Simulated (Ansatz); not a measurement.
# CHBN+ (triplet): wave-function methods side by side, def2-QZVPP

An exercise on one series of results from a longer session: the logs are not shown, and one member is left open.

Method: def2-QZVPP, core rule «outside noble gas», up to 3 orbitals frozen; program: Ansatz 0.2.0, Gaussian basis.

Plan: UHF; ROHF; CCSD(T) on UHF.

2 further runs of the same task are left out: 2 set aside as unsound or not needed.

**The system**

The geometry is a PBE0/def2-TZVP stationary point (not a proven minimum) of the parent state, kept for this charge and spin.

4 atoms, charge 1, spin multiplicity 3.

Atoms are counted from 1 here; the program's logs count them from 0.

Bond lengths: B1–C2 1.436 Å, B1–H4 1.169 Å, C2–N3 1.171 Å. Angles: C2–B1–H4 180.0°, B1–C2–N3 180.0°.

The first run:

Input file in.yaml:

```yaml
crystal:
  periodic: [false, false, false]
  atoms:
    - {symbol: B, position_ang: [0.000000, 0.000000, 0.718600]}
    - {symbol: C, position_ang: [0.000000, 0.000000, -0.717200]}
    - {symbol: N, position_ang: [0.000000, 0.000000, -1.888600]}
    - {symbol: H, position_ang: [0.000000, 0.000000, 1.887200]}
basis:
  gaussian: {orbitals: "def2-QZVPP.json"}
total_charge: 1
magnetization: {spin_polarized: true, initial_magnetization: 2}
hamiltonian: {xc: hf}
output: {orbitals: {seedname: orbitals}}
```

Started as:

```
> ansatz run in.yaml --threads 1 --pin off --events-out ev --progress --plain --max-ram 2393MiB
```

Among the steps run: UHF; ROHF; CCSD(T) on UHF.

One table of the session follows, with a row left open; its other results are not shown here.

| method | from UCCSD(T) (meV) |
| --- | --- |
| ROHF | +10915.2 |
| UHF | +10705.0 |
| UMP2 | ? |
| UCCSD | +467.7 |
| UCCSD(T) | 0 |

**Question.** Estimate the row for UMP2.

**Answer.** from UCCSD(T) (meV): +1367.1. In the column «from UCCSD(T) (meV)» it lies between UCCSD (+467.7) and UHF (+10705.0).
